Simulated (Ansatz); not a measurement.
**How methods differ on AlHClO (SMILES [O][AlH][Cl])**

AlHClO has 4 atoms, charge 0, and is taken as a doublet. As SMILES, `[O][AlH][Cl]`. The coordinates come from a PBE0-D4/def2-TZVP relaxation.

```xyz
4

O     0.2906   -1.0359    1.3506
Al    0.1184    0.0490    0.0156
Cl   -1.5732   -0.2106   -1.1688
H     1.2197    1.1373   -0.2178
```

Quantity: the electronic atomisation energy, in eV. The values are calculated. Electronic energies at fixed atoms, without zero-point motion or spin-orbit coupling.

```json
{"level": "UHF/STO-3G", "kind": "Hartree–Fock", "program": "Ansatz", "value (eV)": "12.07", "CPU time (all runs)": "0.4 s"}
{"level": "U-revPBE/STO-3G", "kind": "GGA", "program": "Ansatz", "value (eV)": "15.60", "CPU time (all runs)": "4.3 s"}
{"level": "U-r2SCAN0/STO-3G", "kind": "hybrid meta-GGA", "program": "Ansatz", "value (eV)": "15.33", "CPU time (all runs)": "11 s"}
{"level": "UBHLYP/STO-3G", "kind": "global hybrid", "program": "Ansatz", "value (eV)": "14.73", "CPU time (all runs)": "3.7 s"}
{"level": "UPBE0/STO-3G", "kind": "global hybrid", "program": "Ansatz", "value (eV)": "15.36", "CPU time (all runs)": "3.8 s"}
{"level": "U-wB97M-V/STO-3G", "kind": "range-separated hybrid", "program": "Ansatz", "value (eV)": "15.59", "CPU time (all runs)": "45 s"}
{"level": "UB2PLYP/STO-3G", "kind": "double hybrid", "program": "Ansatz", "value (eV)": "14.51", "CPU time (all runs)": "4.2 s"}
{"level": "RPA@PBE/STO-3G", "kind": "RPA", "program": "Ansatz", "value (eV)": "11.90", "CPU time (all runs)": "5.8 s"}
{"level": "UMP2/STO-3G", "kind": "perturbation theory", "program": "Ansatz", "value (eV)": "12.91", "CPU time (all runs)": "0.46 s"}
{"level": "UCCSDT(Q)/STO-3G", "kind": "coupled cluster or CI", "program": "Ansatz", "value (eV)": "13.13", "CPU time (all runs)": "3 s"}
```

The values span 11.90 to 15.60 eV. All rows use very small basis sets, so even the best lies far from the true value. Times are those of the runs behind each value, whatever else they computed, on shared processors of several kinds: orders of magnitude only.
